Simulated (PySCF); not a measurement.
Gas-phase reaction: SiCl₃NH₂ + 2 SiH₂Cl₂ = SiH₂ClNH₂ + 2 SiHCl₂ + 2 Cl

Computed with PySCF (xtb for GFN2) and rigid-rotor harmonic-oscillator thermochemistry at 1 bar. † marks an energy on the PBE0/def2-TZVP geometry and frequencies; other levels use their own. MP2 and CCSD(T) freeze the core. 6-31G* has spherical d functions here. Open shells (unrestricted): SiHCl₂ (multiplicity 2), Cl (multiplicity 2, electronic degeneracy 6); the rest are closed-shell singlets. GFN2 has no spin-polarisation term. Spin-orbit splitting is ignored; it lowers the true energy and changes the entropy of Cl. B3LYP is the form with VWN-RPA correlation. SiCl₃NH₂, SiH₂ClNH₂, SiHCl₂: computed as isolated molecules; such fragments, hydroxides, amides, oligomers or adducts are transient or little studied in the gas. MP2 isn't extrapolated to the basis-set limit; its ΔH°(298 K) is 892.7 kJ in def2-SVP and 957.3 kJ in def2-TZVPP. CCSD(T) isn't extrapolated to the basis-set limit; its ΔH°(298 K) is 856.7 kJ in def2-SVP and 908.9 kJ in def2-TZVPP. The harmonic model lacks anharmonicity and excited electronic states, which grow with temperature; levels with a mode under 35 cm⁻¹ are left out. Internal rotation in SiCl₃NH₂, SiH₂ClNH₂ is treated as a harmonic vibration of one conformer, which makes the entropy rough.

| level | ΔE electronic, kJ | ΔH°(298 K), kJ | ΔS°(298 K), J/K | ΔG°(1000 K), kJ |
|---|---|---|---|---|
| B3LYP/6-31G* | 848 | 839 | 291 | 548 |
| B3LYP/def2-TZVP† | 874 | 865 | 290 | 576 |
| BLYP/def2-TZVP† | 849 | 841 | 290 | 551 |
| CCSD(T)/def2-SVP† | 865 | 857 | 290 | 567 |
| CCSD(T)/def2-TZVPP† | 918 | 909 | 290 | 619 |
| GFN2-xTB | 892 | 885 | 287 | 600 |
| M06-2X/def2-TZVP† | 930 | 921 | 290 | 632 |
| MP2/def2-TZVPP† | 966 | 957 | 290 | 668 |
| PBE/def2-SVP | 900 | 891 | 288 | 603 |
| PBE/def2-TZVP† | 906 | 897 | 290 | 607 |
| LDA/def2-TZVP† | 1036 | 1027 | 290 | 738 |
ΔH° is lowest at B3LYP/6-31G* and highest at LDA/def2-TZVP†. No reference value is set beside these.
